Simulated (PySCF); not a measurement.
B3LYP has the VWN-RPA correlation part, as in Gaussian. 

## C5H5N, SMILES `c1ccncc1` (charge 0, multiplicity 1)

Level of theory: B3LYP-D3(BJ)/def2-TZVP // TPSS-D3(BJ)/def2-SVP run with PySCF.

| Item | Result |
|---|---|
| HOMO | -7.20 eV |
| dipole moment | 2.24 D |
| LUMO | -1.10 eV |
| HOMO–LUMO gap | 6.09 eV |
| total energy | -248.3948 Ha |
| cost | around 2.8 core-minutes (rough) |

```xyz
11

C     -0.2759     1.1673     0.0711
C     -1.2835     0.1953     0.0122
C     -0.9058    -1.1538    -0.0702
N      0.3710    -1.5691    -0.0963
C      1.3274    -0.6280    -0.0394
C      1.0605     0.7473     0.0447
H     -0.5275     2.2315     0.1360
H     -2.3423     0.4740     0.0299
H     -1.6721    -1.9401    -0.1175
H      2.3650    -0.9893    -0.0621
H      1.8829     1.4691     0.0882
```
Charge 0, spin multiplicity 1.
